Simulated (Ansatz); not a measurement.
in.yaml

```yaml
crystal:
  periodic: [false, false, false]
  atoms:
    - {symbol: B, position_ang: [0.000000, 0.000000, 0.000000]}
    - {symbol: As, position_ang: [0.000000, 0.000000, 1.967500]}
basis:
  gaussian: {orbitals: cc-pVDZ}
total_charge: 1
magnetization: {spin_polarized: false, initial_magnetization: 5}
correlation: {method: fci, electrons: outside_noble_gas}
```

```sh
$ ansatz run in.yaml --threads 1 --pin off --events-out ev --progress --plain --max-ram 2393MiB
```

(1) Roughly how long does this take on 1 thread of Arm Neoverse N1, shared host, and how much host memory?

```
769 factors; integrals over basis functions are off by at most 9.3e-8 eV
mean field evaluation 1: about -61450.7613 eV, gradient 9.4e0 eV
mean field evaluation 2: about -61450.9133 eV, gradient 9.5e0 eV
mean field evaluation 4: about -61452.2029 eV, gradient 1.3e0 eV
mean field evaluation 8: about -61452.2314 eV, gradient 1.2e-1 eV
mean field evaluation 16: about -61450.7554 eV, gradient 9.4e0 eV
mean field evaluation 32: about -61452.2320 eV, gradient 2.4e-2 eV
mean field -61452.23200893 eV, -2258.3278725094 hartree, gradient 3.7e-6 eV, S^2 8.750000; 3 other end points of the search recorded, 0 dependent functions left out
mean field evaluation 64: about -61452.2896 eV, gradient 5.3e-1 eV
15 core orbitals not correlated: weight in the atoms' cores, before any rotation towards them, 1.000 or more for the frozen orbitals, at most 0.000 for the correlated occupied ones
reference -61452.23200893 eV, -2258.3278725094 hartree; 6, 1 occupied and 20, 25 virtual orbitals, 769 factors
state -61454.76235049 eV, -2258.4208608464 hartree
Total energy: -61454.76235049 eV, -2258.4208608464 hartree
```

Results:

(1) 2.1 min wall and 0.44 GiB.
